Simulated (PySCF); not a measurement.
Gas-phase reaction: 2 H3SiPH2 ⇌ 2 PH3 + H2 + 2 SiH

Energies from PySCF (xtb for GFN2), thermal terms from the rigid-rotor harmonic-oscillator model, ideal gas at 1 bar. † marks an energy on the PBE0/def2-TZVP geometry and frequencies; other levels use their own. MP2 freezes the core. Open shells (unrestricted): SiH (multiplicity 2, electronic degeneracy 4); the rest are closed-shell singlets. GFN2 has no spin-polarisation term. Spin-orbit splitting is ignored; it lowers the true energy and changes the entropy of SiH. B3LYP is the form with VWN-RPA correlation. MP2 isn't extrapolated to the basis-set limit; its ΔH°(298 K) is 675.6 kJ in def2-SVP and 712.9 kJ in def2-TZVPP. The harmonic model lacks anharmonicity and excited electronic states, which grow with temperature; levels with a mode under 35 cm⁻¹ are left out. Internal rotation in H3SiPH2 is treated as a harmonic vibration of one conformer, which makes the entropy rough.

```json
[
 {"level": "B3LYP/def2-TZVP†", "ΔE electronic, kJ": "678", "ΔH°(298 K), kJ": "651", "ΔS°(298 K), J/K": "388", "ΔG°(1400 K), kJ": "117"},
 {"level": "GFN2-xTB", "ΔE electronic, kJ": "810", "ΔH°(298 K), kJ": "781", "ΔS°(298 K), J/K": "379", "ΔG°(1400 K), kJ": "265"},
 {"level": "MP2/def2-SVP†", "ΔE electronic, kJ": "702", "ΔH°(298 K), kJ": "676", "ΔS°(298 K), J/K": "388", "ΔG°(1400 K), kJ": "141"},
 {"level": "PBE0/def2-QZVP†", "ΔE electronic, kJ": "732", "ΔH°(298 K), kJ": "705", "ΔS°(298 K), J/K": "388", "ΔG°(1400 K), kJ": "171"},
 {"level": "PBE0/def2-TZVP", "ΔE electronic, kJ": "733", "ΔH°(298 K), kJ": "706", "ΔS°(298 K), J/K": "388", "ΔG°(1400 K), kJ": "172"}
]
```
ΔH° is lowest at B3LYP/def2-TZVP† and highest at GFN2-xTB. No reference value is set beside these.
